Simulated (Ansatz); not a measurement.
Input file:

```yaml
crystal:
  periodic: [false, false, false]
  atoms:
    - {symbol: C, position_ang: [-1.063094, -0.710792, 0.000000]}
    - {symbol: C, position_ang: [-0.084803, 0.443305, 0.000000]}
    - {symbol: H, position_ang: [-0.540354, -1.670815, 0.000000]}
    - {symbol: H, position_ang: [-1.702429, -0.626249, 0.881061]}
    - {symbol: H, position_ang: [-1.702429, -0.626249, -0.881061]}
    - {symbol: O, position_ang: [1.110266, 0.384967, 0.000000]}
basis:
  gaussian: {orbitals: cc-pVTZ}
magnetization: {spin_polarized: true, initial_magnetization: 1}
hamiltonian: {xc: {name: B3LYP}}
```

```sh
$ ansatz run in.yaml --threads 2 --pin off --events-out ev --progress --plain --max-ram 24576MiB --backend cuda --devices 0, --max-vram 18GiB
```

Output:

```
675 factors; their error is unknown
mean field evaluation 1: about -4164.7327 eV, gradient 3.7e1 eV
mean field evaluation 2: about -4159.5624 eV, gradient 5.2e1 eV
mean field evaluation 4: about -4169.9269 eV, gradient 2.1e0 eV
mean field evaluation 8: about -4169.9442 eV, gradient 3.4e-2 eV
mean field evaluation 16: about -4169.9363 eV, gradient 2.0e-4 eV
mean field -4169.93628590 eV, -153.2423320225 hartree, gradient 4.2e-5 eV, S^2 0.752929; 0 other end points of the search recorded, 0 dependent functions left out
reference -4169.93647933 eV, -153.2423391310 hartree; 12, 11 occupied and 120, 121 virtual orbitals, 675 factors
Total energy: -4169.93647933 eV, -153.2423391310 hartree
```

Ran on 2 threads of AMD EPYC 7R13 with a shared H100 80 GB, shared host: 9 s wall, 0.76 GiB peak host memory.
